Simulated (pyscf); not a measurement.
Structures and frequencies: ωB97X-D3(BJ)/def2-SVP in PySCF.

Task: For H₃Si–Si(SiH₃)(SiH₃)–Cl + difluorocarbene (F–C:–F) [singlet] → F–C(F)(SiH₃)–Si(SiH₃)(SiH₃)–Cl, an insertion (singlet surface; Si–Si broken, C–Si, C–Si formed), PBE/def2-TZVP gives ΔE‡ = 3.2 kcal/mol and ΔE = -47.2 kcal/mol (zero: the separated reactants). In which direction and how far do r²SCAN/def2-TZVP, B3LYP-D3(BJ)/def2-TZVP, ωB97M-D3(BJ)/def2-TZVP move these?

Result: r²SCAN: ΔE‡ = 2.2 kcal/mol, ΔE = -50.9 kcal/mol; B3LYP-D3(BJ): ΔE‡ = 8.7 kcal/mol, ΔE = -49.8 kcal/mol; ωB97M-D3(BJ): ΔE‡ = 12.7 kcal/mol, ΔE = -48.4 kcal/mol. PBE's barrier lies among them. Its reaction energy lies over all of them, by 1.2 to 3.7 kcal/mol. On the product side the descent ends in a point that may be a rotor saddle (no frequency run), 1.2 kcal/mol over the lowest minimum found and 58.9 kcal/mol under the saddle at ωB97X-D3(BJ)/def2-TZVP. One saddle was located; it need not be the lowest between these sides.
